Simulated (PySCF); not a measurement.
A survey of ¹⁷O NMR shifts

- σ from GIAO-PBE0/pcSseg-1
- geometry from GFN2-xTB
- program: PySCF
- relativity neglected, one conformer, no solvent, one averaged value for each set of equivalent atoms

Shieldings were converted by a linear fit to measured shifts: ¹⁷O: δ = 266.70 − 0.911σ (rms 10.7 ppm, 155 shifts, 12.2 ppm with the 3 outliers that the fit left out vs liquid water, solution or neat liquid). Occasional misses reach two or three times the rms, and more in compound classes unlike the fitted ones.

**Question.** Give the ¹⁷O shifts of `COC(=O)/C(C)=C\Cl`, `O=C([SiH3])O[Si@@H]([SiH3])N[SiH3]`, `O=NO`, `CC(C)[C@@H]1C[C@]1([SiH3])C(=O)F`.

**Answer.** 
```csv
compound,environment,δ (ppm)
[CH3:1][O:2][C:3](=[O:4])/[C:5]([CH3:6])=[CH:7]\[Cl:8],O4: ester carbonyl oxygen,360.8
[CH3:1][O:2][C:3](=[O:4])/[C:5]([CH3:6])=[CH:7]\[Cl:8],O2: ester alkoxy oxygen,138.2
[O:1]=[C:2]([SiH3:3])[O:4][Si@@H:5]([SiH3:6])[NH:7][SiH3:8],O1: carbonyl oxygen,441.7
[O:1]=[C:2]([SiH3:3])[O:4][Si@@H:5]([SiH3:6])[NH:7][SiH3:8],"O4: oxygen bonded to C, Si",193.4
[O:1]=[N:2][OH:3],O1: oxygen bonded to N,807.3
[O:1]=[N:2][OH:3],O3: N–OH oxygen,364.4
CC(C)[C@@H]1C[C@]1([SiH3])C(=O)F,carbonyl oxygen,381.7
```

**Question.** Order these by ¹⁷O shift, lowest first.
A. C=C(C)/C=C(\CCF)[SiH2]O
B. CC(=O)c1cc(F)cnn1
C. CC(C)(C)/C([SiH3])=C\C(=O)F

**Answer.** A (-21.2 ppm, oxygen bonded to Si, H), C (383.3 ppm, carbonyl oxygen), B (562.0 ppm, ketone oxygen).
